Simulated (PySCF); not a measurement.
Task: What does the PBE0-D3(BJ)/def2-SVP structure of `C=C(C)[C@@H]1CN1` look like in three dimensions?

Result: 
Z-matrix in Å and degrees, rows numbered from 1:
```
C 
C   1  1.3381
C   2  1.4990  1  122.69
C   2  1.4906  1  122.78  3  -179.66
C   4  1.4884  2  119.42  1    80.00
N   4  1.4450  2  123.12  1     9.46
H   1  1.0937  2  122.35  3  -178.11
H   1  1.0928  2  121.20  3     1.33
H   3  1.1027  2  110.72  1  -120.30
H   3  1.1026  2  110.76  1   121.74
H   3  1.0984  2  111.87  1     0.91
H   4  1.0987  2  113.73  1  -135.02
H   5  1.0957  4  120.44  6  -103.87
H   5  1.0962  4  116.50  6   109.25
H   6  1.0186  4  110.83  5  -102.95
```

The 3-membered ring C4–C5–N6 has internal angles of 58.9° to 61.9°. The 4 C–C bonds span 1.338 Å (C1=C2, drawn double) to 1.499 Å (C2–C3, drawn single), a spread of 0.161 Å. N6 (secondary amine nitrogen) is pyramidal (angles 110.8°, 110.6° and 61.9°, sum 283.3°, 0.61 Å off the plane of its three neighbours). Of the pairs four or more bonds apart, H7···H15 is among the closest relative to their van der Waals radii: 2.00 Å, 83 % of the sum of Bondi's values.

Method used: PBE0-D3(BJ)/def2-SVP geometry optimisation, gas phase in PySCF.

Point group: C1 (no symmetry element, even within 0.4 Å). Stationary, but not proved a minimum. The numbers are those of one conformer (C1–C2–C4–C5 80°).
